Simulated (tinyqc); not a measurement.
Inside a calculation. Method: UKS/LDA (PW92) in the sto-6g basis, for H2O, spin multiplicity 3. One step of it, computed by the program tinyqc.

Problem. Iteration 1: diagonalisation and new density. Diagonalise F' = X^T F X, C = X C', fill 6 alpha and 4 beta electrons from the bottom; D(s) = C_occ C_occ^T. Each column has its largest component positive (the first on a tie).

F(alpha) (hartree), lower triangle:
```
             1O 1s      1O 2s     1O 2px     1O 2py     1O 2pz      2H 1s      3H 1s
1O 1s   -19.547196
1O 2s    -4.780547  -2.378459
1O 2px    0.032213   0.140304  -0.645301
1O 2py   -0.007648  -0.011351  -0.012059  -0.709549
1O 2pz    0.004130   0.038288   0.010333   0.000136  -0.712970
2H 1s    -0.908466  -0.744735   0.035721  -0.261060  -0.207374  -0.294532
3H 1s    -0.907987  -0.734518   0.039431   0.244964  -0.198133  -0.242763  -0.218079
```

F(beta) (hartree), lower triangle:
```
             1O 1s      1O 2s     1O 2px     1O 2py     1O 2pz      2H 1s      3H 1s
1O 1s   -19.493600
1O 2s    -4.756908  -2.246515
1O 2px    0.027842   0.096832  -0.535354
1O 2py   -0.006524  -0.026762   0.013100  -0.566210
1O 2pz   -0.002150  -0.014616   0.024170  -0.019269  -0.570781
2H 1s    -0.904487  -0.716568   0.030454  -0.249626  -0.207301  -0.271456
3H 1s    -0.903847  -0.697194   0.027140   0.216784  -0.190431  -0.234068  -0.185787
```

X, lower triangle:
```
            1O 1s      1O 2s    1O 2px     1O 2py     1O 2pz      2H 1s     3H 1s
1O 1s    1.022483
1O 2s   -0.134253   1.178759
1O 2px   0.000000   0.000000  1.000000
1O 2py   0.000000   0.000000  0.000000   1.078805
1O 2pz  -0.007952   0.086062  0.000000   0.000000   1.046909
2H 1s    0.018049  -0.241132  0.000000  -0.185624  -0.131874   1.151286
3H 1s    0.018049  -0.241132  0.000000   0.185624  -0.131874  -0.075585  1.151286
```

Give: F' = X^T F X; orbital energies; coefficients C; F' = X^T F X; orbital energies; coefficients C; D(alpha) after iteration 1; D(beta) after iteration 1.

Solution.

F' = X^T F X (alpha) (hartree), lower triangle:
```
          1        2        3        4        5        6       7
1  -19.2265
2   -2.4124  -1.4596
3    0.0154   0.1438  -0.6453
4   -0.0070  -0.0102  -0.0123  -0.6241
5   -0.0234   0.1208   0.0127   0.0015  -0.6625
6   -0.1404  -0.3136   0.0058  -0.2067  -0.1446   0.0411
7   -0.1423  -0.3237   0.0058   0.2075  -0.1435  -0.0764  0.1285
```

orbital energies (alpha) (hartree): MO1 -19.5517, MO2 -1.3076, MO3 -0.7233, MO4 -0.7215, MO5 -0.6154, MO6 0.1886, MO7 0.2825

coefficients C (alpha):
```
            MO1      MO2      MO3      MO4      MO5      MO6      MO7
1O 1s    0.9959  -0.2468  -0.0019   0.0013  -0.0443   0.0845   0.0484
1O 2s    0.0187   1.0025  -0.0041  -0.0316   0.1694  -0.6093  -0.3535
1O 2px  -0.0018  -0.1996   0.1002  -0.1667   0.9593  -0.0393  -0.0249
1O 2py   0.0005   0.0108   0.9130  -0.1893  -0.1255  -0.3058   0.5039
1O 2pz   0.0016  -0.0603   0.1955   0.9311   0.1062  -0.4093  -0.2251
2H 1s   -0.0043   0.0065   0.1259   0.0609   0.0362   1.1377  -0.3554
3H 1s   -0.0039  -0.0003  -0.0681   0.0765   0.0609   0.2498   1.1683
```

F' = X^T F X (beta) (hartree), lower triangle:
```
          1        2        3        4        5        6       7
1  -19.1746
2   -2.4101  -1.3251
3    0.0163   0.0986  -0.5354
4   -0.0039  -0.0257   0.0135  -0.4718
5   -0.0236   0.0707   0.0258  -0.0180  -0.5175
6   -0.1409  -0.3092   0.0045  -0.2148  -0.1496   0.0599
7   -0.1429  -0.3139   0.0053   0.2104  -0.1465  -0.0769  0.1495
```

orbital energies (beta) (hartree): MO1 -19.4978, MO2 -1.1633, MO3 -0.6087, MO4 -0.5663, MO5 -0.5182, MO6 0.2187, MO7 0.3206

coefficients C (beta):
```
            MO1      MO2      MO3      MO4      MO5      MO6      MO7
1O 1s    0.9961  -0.2463   0.0295   0.0104  -0.0242   0.0879   0.0450
1O 2s    0.0178   0.9974  -0.1468  -0.0657   0.0817  -0.6304  -0.3257
1O 2px  -0.0015  -0.1467  -0.1958  -0.1531   0.9565  -0.0409  -0.0111
1O 2py   0.0004   0.0450   0.6433  -0.6407   0.0298  -0.2985   0.5625
1O 2pz   0.0019   0.0268   0.6370   0.6648   0.2196  -0.4401  -0.2187
2H 1s   -0.0041   0.0277   0.1670  -0.0358   0.0756   1.1133  -0.4080
3H 1s   -0.0039   0.0120  -0.0425   0.1556   0.0446   0.3096   1.1478
```

D(alpha) after iteration 1, lower triangle:
```
          1O 1s    1O 2s   1O 2px   1O 2py   1O 2pz   2H 1s   3H 1s
1O 1s    1.0619
1O 2s   -0.2878   1.4062
1O 2px   0.0012  -0.0088   0.9994
1O 2py  -0.0244   0.1781   0.0125   0.9788
1O 2pz  -0.0219   0.1766  -0.0056   0.1134   1.0876
2H 1s    0.0885  -0.6830  -0.0088  -0.2489  -0.3808  1.3152
3H 1s    0.0148  -0.1444   0.0290  -0.1607  -0.0378  0.2825  0.0766
```

D(beta) after iteration 1, lower triangle:
```
          1O 1s    1O 2s   1O 2px   1O 2py  1O 2pz    2H 1s   3H 1s
1O 1s    1.0539
1O 2s   -0.2329   1.0210
1O 2px   0.0272  -0.1076   0.0833
1O 2py   0.0017  -0.0075  -0.0345   0.8264
1O 2pz   0.0210  -0.1104  -0.2304  -0.0149  0.8485
2H 1s   -0.0063   0.0054  -0.0313   0.1316  0.0833   0.0300
3H 1s   -0.0065   0.0080  -0.0173  -0.1265  0.0767  -0.0123  0.0262
```
